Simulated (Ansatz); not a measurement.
# Si₂H₄S (SMILES [SiH2]1[SiH2]S1): functionals against CCSD(T) at one geometry

The task here is to estimate one member of a computed series from the others.

Computed with Ansatz 0.2.0, Gaussian basis. Level: single points in def2-TZVPP.

Cores are frozen in the correlated methods.

## The system as given

SMILES `[SiH2]1[SiH2]S1`, 7 atoms, charge 0, spin multiplicity 1.

Atoms are counted from 1 here; the program's logs count them from 0.

Bond lengths: Si1–Si2 2.371 Å, Si1–S3 2.243 Å, Si1–H4 1.431 Å, Si1–H5 1.499 Å, Si2–S3 2.280 Å, Si2–H6 1.357 Å, Si2–H7 1.455 Å. Angles: Si2–Si1–S3 59.1°, Si2–Si1–H4 125.1°, Si2–Si1–H5 120.5°, S3–Si1–H4 114.6°, S3–Si1–H5 111.2°, H4–Si1–H5 112.2°, Si1–Si2–S3 57.6°, Si1–Si2–H6 122.9°, Si1–Si2–H7 120.0°, S3–Si2–H6 113.8°, S3–Si2–H7 107.4°, H6–Si2–H7 116.2°, Si1–S3–Si2 63.2°.

As a file:

```mol
H4SSi2
  3D, bonds by distance, orders not assigned

  7  7  0  0  0  0  0  0  0  0999 V2000
   -0.9622   -0.1473   -0.6976 Si  0  0
    0.8562    0.5048    0.6776 Si  0  0
    0.5425   -1.6523    0.0093 S   0  0
   -2.2980   -0.3810   -0.2408 H   0  0
   -0.8939    0.0292   -2.1848 H   0  0
    0.7397    0.6842    2.0173 H   0  0
    2.0942    0.9728    0.0727 H   0  0
  1  2  8  0
  1  3  8  0
  1  4  8  0
  1  5  8  0
  2  3  8  0
  2  6  8  0
  2  7  8  0
M  END
```

The first run:

run/in.yaml reads:

```yaml
crystal:
  periodic: [false, false, false]
  atoms:
    - {symbol: Si, position_ang: [-0.962200, -0.147300, -0.697600]}
    - {symbol: Si, position_ang: [0.856200, 0.504800, 0.677600]}
    - {symbol: S, position_ang: [0.542500, -1.652300, 0.009300]}
    - {symbol: H, position_ang: [-2.298000, -0.381000, -0.240800]}
    - {symbol: H, position_ang: [-0.893900, 0.029200, -2.184800]}
    - {symbol: H, position_ang: [0.739700, 0.684200, 2.017300]}
    - {symbol: H, position_ang: [2.094200, 0.972800, 0.072700]}
basis:
  gaussian: {orbitals: def2-TZVPP}
correlation: {method: ccsd_t}
output: {forces: true}
```

The command line of these runs was not kept.

Steps of the session up to this table: CCSD(T)/def2-TZVPP; PBE0-D4/def2-TZVPP; wB97M-V/def2-TZVPP; r2SCAN-D4/def2-TZVPP; PBE-D4/def2-TZVPP; wB97X-V/def2-TZVPP; BLYP-D4/def2-TZVPP.

One table of the session follows, with a row left open; its other results are not shown here.

| method | RMS force component (eV/Å) | angle to CCSD(T) forces (°) | dipole (D) |
| --- | --- | --- | --- |
| CCSD(T) | 1.355 | reference | 2.19 |
| PBE0-D4 | 1.439 | 2.7 | 2.20 |
| wB97M-V | 1.391 | 3.4 | 2.33 |
| r2SCAN-D4 | 1.405 | 2.0 | 2.13 |
| PBE-D4 | ? | ? | ? |
| wB97X-V | 1.475 | 3.7 | 2.40 |
| BLYP-D4 | 1.271 | 5.9 | 2.07 |

**Question.** Estimate the row for PBE-D4.

The run gave: RMS force component (eV/Å): 1.389; angle to CCSD(T) forces (°): 5.1; dipole (D): 1.99. In the column «RMS force component (eV/Å)» it lies between CCSD(T) (1.355) and wB97M-V (1.391).
